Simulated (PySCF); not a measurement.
**Gas-phase thermal properties of AlCl₃**

Method: PySCF energies (xtb for GFN2) plus ideal-gas RRHO corrections (1 bar). Table values come from the NASA 1993 polynomials. 6-31G* has spherical d functions here. All species are closed-shell singlets. B3LYP is the form with VWN-RPA correlation. The harmonic model lacks anharmonicity and excited electronic states, which grow with temperature; levels with a mode under 35 cm⁻¹ are left out. The table's entry may be an old estimate for AlCl₃ (not checked at source).

```csv
level,point group,σ,ZPE (kJ/mol),S°298 (J/mol/K),Cp298 (J/mol/K),S°1000 (J/mol/K),H1000 − H298 (kJ/mol)
table,-,-,-,314.5,71.9,409.2,55.6
B3LYP/6-31G*,D3h,6,12.5,314.0,71.7,408.6,55.5
GFN2-xTB,D3h,6,12.3,316.4,71.8,411.1,55.5
HF/6-31G*,D3h,6,13.2,311.6,70.8,405.7,55.3
PBE/def2-SVP,D3h,6,12.5,314.6,71.7,409.2,55.5
PBE0/def2-TZVP,D3h,6,12.7,313.6,71.4,408.1,55.4
```
σ: rotational symmetry number. Electronic degeneracy used: 1. Frequencies are unscaled.
